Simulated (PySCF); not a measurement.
SMILES O=C=S, PBE0/def2-SVP optimised geometry.

```
3

O      1.36     0.00     0.00
C      0.20     0.00     0.00
S     -1.36     0.00     0.00
```

Density from PBE0/def2-TZVP (PySCF) at that geometry.

Minimum of the electron density along straight lines between bonded atoms, close to the bond critical point (lines longer than 1.1 times the sum of covalent radii, or with two minima, are not listed):

```
bond   length / Å  ρ at the minimum / e bohr⁻³  ∇²ρ there / e bohr⁻⁵  position (fraction from the first atom)
-----  ----------  ---------------------------  --------------------  ---------------------------------------
O1–C2       1.156                            ?                  0.50                                     0.66
C2–S3       1.564                            ?                     ?                                     0.61
```

**Question.** Fill in the missing entries.

**Answer.** 
- O1–C2, ρ at the minimum / e bohr⁻³: 0.470
- C2–S3, ρ at the minimum / e bohr⁻³: 0.239
- C2–S3, ∇²ρ there / e bohr⁻⁵: 0.42
